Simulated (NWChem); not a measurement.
## Ionisation of F

```xyz
1

F      0.0000     0.0000     0.0000
```
Charge 0, spin multiplicity 2.

Everything below was run with NWChem.

Basis set: def2-TZVP. The species with one electron less has spin multiplicity 3. Δ marks differences of total energies (open shells unrestricted). −ε marks an orbital energy of the parent. That orbital need not have the symmetry of the hole or added electron in the Δ rows.

B3LYP has NWChem's definition, with VWN1-RPA local correlation. The stability of the SCF solutions was not checked. Open-shell Hartree-Fock references start from PBE0 orbitals.

Question: Order these methods by the first vertical ionisation energy they give, lowest first: −ε(beta HOMO) of BLYP, ΔBLYP, ΔM06-2X, −ε(beta HOMO) of HF, −ε(beta HOMO) of B3LYP.

Answer: −ε(beta HOMO) of BLYP (10.16 eV), −ε(beta HOMO) of B3LYP (12.17 eV), ΔM06-2X (17.48 eV), ΔBLYP (17.66 eV), −ε(beta HOMO) of HF (18.47 eV)
